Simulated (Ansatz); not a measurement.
Ansatz (a quantum-chemistry and plane-wave program) input:

Ansatz 0.2 input:
```yaml
crystal:
  periodic: [false, false, false]
  atoms:
    - {symbol: N, position_ang: [-0.00000000, -0.00000000, -0.54544247]}
    - {symbol: N, position_ang: [0.00000000, 0.00000000, 0.54544247]}
basis:
  gaussian:
    orbitals: def2-TZVP
hamiltonian:
  xc: b3lyp
  dispersion: d3bj
phonons: {temperatures: {t_min: 298.15, t_max: 298.15, t_step: 100}}
```

Question: What final total energy does it print?

Answer: -109.57401 Eh (B3LYP-D3(BJ)/def2-TZVP). The basis has 62 functions.
